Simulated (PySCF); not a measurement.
Gas-phase reaction: 2 Al(CH₃)₃ + C₆H₆ ⇌ 2 Al + 3 C₄H₈ (cis-2-butene)

Method: PySCF energies plus ideal-gas RRHO corrections (1 bar). S°(298 K) at PBE0/def2-TZVP differs from the NASA 1993 table for C₄H₈ (cis-2-butene) (-6 J/mol/K); whether the harmonic model or the table's entry is off was not settled. † marks an energy on the PBE0/def2-TZVP geometry and frequencies; other levels use their own. MP2 freezes the core. 6-31G* has spherical d functions here. Open shells (unrestricted): Al (multiplicity 2, electronic degeneracy 6); the rest are closed-shell singlets. Spin-orbit splitting is ignored; it lowers the true energy and changes the entropy of Al. B3LYP is the form with VWN-RPA correlation. Methyl groups turn as free rotors in Al(CH₃)₃. MP2 isn't extrapolated to the basis-set limit; its ΔH°(298 K) is 670.2 kJ in def2-SVP and 730.2 kJ in def2-TZVPP. The harmonic model lacks anharmonicity and excited electronic states, which grow with temperature; levels with a mode under 35 cm⁻¹ are left out. Internal rotation in C₄H₈ (cis-2-butene) is treated as a harmonic vibration of one conformer, which makes the entropy rough.

```json
[
 {"level": "B3LYP/6-31G*", "ΔE electronic, kJ": "567", "ΔH°(298 K), kJ": "605", "ΔS°(298 K), J/K": "252", "ΔG°(600 K), kJ": "455"},
 {"level": "HF/6-31G*", "ΔE electronic, kJ": "459", "ΔH°(298 K), kJ": "504", "ΔS°(298 K), J/K": "258", "ΔG°(600 K), kJ": "351"},
 {"level": "HF/def2-TZVP†", "ΔE electronic, kJ": "495", "ΔH°(298 K), kJ": "533", "ΔS°(298 K), J/K": "252", "ΔG°(600 K), kJ": "383"},
 {"level": "MP2/def2-SVP†", "ΔE electronic, kJ": "632", "ΔH°(298 K), kJ": "670", "ΔS°(298 K), J/K": "252", "ΔG°(600 K), kJ": "520"},
 {"level": "PBE/def2-SVP", "ΔE electronic, kJ": "624", "ΔH°(298 K), kJ": "658", "ΔS°(298 K), J/K": "248", "ΔG°(600 K), kJ": "511"},
 {"level": "PBE0/def2-TZVP", "ΔE electronic, kJ": "639", "ΔH°(298 K), kJ": "677", "ΔS°(298 K), J/K": "252", "ΔG°(600 K), kJ": "527"},
 {"level": "r2SCAN/def2-TZVP†", "ΔE electronic, kJ": "691", "ΔH°(298 K), kJ": "729", "ΔS°(298 K), J/K": "252", "ΔG°(600 K), kJ": "579"},
 {"level": "ωB97M-V/def2-TZVP†", "ΔE electronic, kJ": "666", "ΔH°(298 K), kJ": "704", "ΔS°(298 K), J/K": "252", "ΔG°(600 K), kJ": "554"},
 {"level": "ωB97X-V/def2-TZVP†", "ΔE electronic, kJ": "665", "ΔH°(298 K), kJ": "704", "ΔS°(298 K), J/K": "252", "ΔG°(600 K), kJ": "554"}
]
```
ΔH° is lowest at HF/6-31G* and highest at r2SCAN/def2-TZVP†. No reference value is set beside these.
